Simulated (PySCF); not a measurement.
Cartesian coordinates (Å):
SMILES: [SiH3]
```xyz
4

Si    -0.0010     0.0003     0.3413
H     -0.6483     1.2534    -0.1168
H      1.4102    -0.0652    -0.1096
H     -0.7609    -1.1885    -0.1149
```
Charge 0, spin multiplicity 2.

Estimate the highest occupied spin orbital, total energy and dipole moment that PySCF with PBE-D3(BJ)/def2-TZVP // B3LYP-D3(BJ)/def2-TZVP returns for this input.


```yaml
highest_occupied_spin_orbital: -5.33 eV
total_energy: -291.0777 Ha
dipole_moment: 0.03 D
```
